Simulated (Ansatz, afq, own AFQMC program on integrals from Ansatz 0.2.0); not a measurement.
AFQMC on a folder of integrals that Ansatz 0.2.0 wrote.

```yaml
crystal:
  periodic: [false, false, false]
  atoms:
    - {symbol: Al, position_ang: [0.000000, -0.192809, 1.409678]}
    - {symbol: N, position_ang: [0.000000, 0.283662, -2.872898]}
    - {symbol: H, position_ang: [0.000000, 1.219427, 2.187158]}
basis:
  gaussian: {orbitals: cc-pVDZ}
magnetization: {spin_polarized: true, initial_magnetization: 3}
correlation: {method: ccsd_t, electrons: outside_noble_gas, hamiltonian_folder: ham}
```

```sh
$ ansatz run in.yaml --threads 1 --pin off --events-out ev --progress --plain --max-ram 1382MiB
```

afq runs on the folder ham with

```
--method phaseless --trial hf --walkers 120 --populations 1 --least-time 40 --time-step 0.005 --steps-per-block 20 --equilibration-blocks 160 --max-blocks 600 --target-error 0.00216 --factor-cut 1e-05 --start spin_pure --seed 3814 --taylor-order 6
```

Times are imaginary, in 1/Eh. The walk had a cap of 671 s.

```
orbitals 31  electrons 6 3  factors 191 of 360
reference energy -296.84461322 Eh
CCSD correlation -0.16073016 Eh in 15 cycles, weight of the determinant in the CISD state 0.8919
energy of the start -296.844732 Eh
 block  time / (1/Eh)  mean weight  energy / Eh
     1     0.100  1.0012  -296.876391
     2     0.200  1.0013  -296.896574
     3     0.300  0.9997  -296.916048
     4     0.400  1.0003  -296.931301
     5     0.500  0.9997  -296.941668
     7     0.700  1.0000  -296.955549
     9     0.900  1.0011  -296.971835
    15     1.500  0.9987  -296.977951
    43     4.300  1.0014  -297.006784
    71     7.100  1.0003  -297.007461
    85     8.500  0.9998  -296.978285
    99     9.900  1.0010  -297.013767
   127    12.700  0.9997  -297.005176
   155    15.500  1.0002  -297.009443
   183    18.300  1.0006  -297.018076
   211    21.100  1.0000  -296.999707
   239    23.900  1.0013  -297.035096
   267    26.700  1.0011  -297.007242
   295    29.500  1.0019  -297.010161
   323    32.300  1.0002  -297.001540
   351    35.100  0.9996  -297.008978
   379    37.900  0.9996  -296.988867
   407    40.700  0.9991  -296.996250
   435    43.500  0.9992  -297.006275
   463    46.300  0.9992  -296.999150
   491    49.100  0.9991  -296.999578
   519    51.900  0.9997  -297.002512
   547    54.700  1.0018  -297.002208
blocks merged  error / Eh  count
     1  0.000620  400
     2  0.000816  200
     4  0.001057  100
     8  0.001328  50
    16  0.001544  25
    32  0.001819  12
energy -297.006587 +/- 0.001544 Eh
(rows thinned)
```

Q: Estimate how long the walk took on 1 thread of Arm Neoverse V1, with other jobs on the host.

A: 2.3 min of wall time.

The run passed its tests (sampling time, drift between the halves within three errors, error under three times the target), which doesn't prove that it has relaxed. The second half of the sampling lies above the first by 1.6 errors of their difference, so the energy may still be moving and its error bar be too small.

Against this walk (error 42.0 meV) on the same determinant: CCSD(T) 10.8 meV lower (within the noise), CCSDT(Q) 25.6 meV lower (within the noise), a separate phaseless walk with a CISD trial and standard settings 28.2 ± 42.9 meV lower (within the noise). The error is statistical and leaves out the bias of the constraint.

Cautions: constraint bias not in the error; lower spins were not checked; an unrestricted solution with more broken spin lies lower (16 meV, ⟨S²⟩ 3.92).

CCSDT and higher add their correlation energy to the determinant of the CCSD(T) run, since their own runs factorise the integrals more tightly (a shift of under 2 meV). A walk keeps the symmetry of its determinant, which the program's search chose and which needn't be the lowest solution, so a lower state of the same spin and another symmetry isn't excluded.
